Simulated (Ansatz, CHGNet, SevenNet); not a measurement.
Polycrystal shear modulus (GPa) of solids drawn from the class of alkali halides, from the machine-learned potential CHGNet 0.3.0 (trained on PBE and PBE+U data); the machine-learned potential CHGNet-r²SCAN (trained on r²SCAN data); the machine-learned potential SevenNet-0 (trained on PBE and PBE+U data); the machine-learned potential SevenNet-l3i5 (trained on PBE and PBE+U data); PBE (Ansatz, a first-principles code, plane waves, PAW); r²SCAN (PAW; Ansatz).

```json
[
 {"solid": "rock-salt KF", "CHGNet 0.3.0": "11.7", "CHGNet-r²SCAN": "11.2", "SevenNet-0": "13.3", "SevenNet-l3i5": "16.6", "PBE": "16.6", "r²SCAN": "(withheld)"},
 {"solid": "rock-salt KCl", "CHGNet 0.3.0": "7.23", "CHGNet-r²SCAN": "5.95", "SevenNet-0": "7.07", "SevenNet-l3i5": "8.74", "PBE": "9.22", "r²SCAN": "(withheld)"},
 {"solid": "rock-salt LiF", "CHGNet 0.3.0": "29.8", "CHGNet-r²SCAN": "39.4", "SevenNet-0": "33.6", "SevenNet-l3i5": "41.7", "PBE": "46.1", "r²SCAN": "57.7"},
 {"solid": "rock-salt NaI", "CHGNet 0.3.0": "4.46", "CHGNet-r²SCAN": "3.24", "SevenNet-0": "8.07", "SevenNet-l3i5": "8.19", "PBE": "8.37", "r²SCAN": "10.1"},
 {"solid": "rock-salt LiCl", "CHGNet 0.3.0": "16.1", "CHGNet-r²SCAN": "13.1", "SevenNet-0": "22.3", "SevenNet-l3i5": "19.7", "PBE": "20.3", "r²SCAN": "23.9"},
 {"solid": "rock-salt KBr", "CHGNet 0.3.0": "5.06", "CHGNet-r²SCAN": "4.56", "SevenNet-0": "6.28", "SevenNet-l3i5": "6.66", "PBE": "7.51", "r²SCAN": "8.66"},
 {"solid": "rock-salt KI", "CHGNet 0.3.0": "2.30", "CHGNet-r²SCAN": "2.54", "SevenNet-0": "3.05", "SevenNet-l3i5": "3.14", "PBE": "5.67", "r²SCAN": "6.63"}
]
```

Problem. Some entries are withheld; supply them.

Solution. 
- rock-salt KF, r²SCAN: 18.1
- rock-salt KCl, r²SCAN: 10.4

The levels part most in proportion for rock-salt NaI (3.24 to 10.1 GPa) and least for rock-salt KF (11.2 to 18.1 GPa).

Each level is taken at its own relaxed cell. Ansatz's density-functional and Hartree–Fock values are scalar-relativistic unless marked +SOC, with PAW data made under PBE.

Machine-learned potentials (CHGNet 0.3.0, CHGNet-r²SCAN, SevenNet-0, SevenNet-l3i5) are trained on DFT data: a solid inside that data is no test of them.
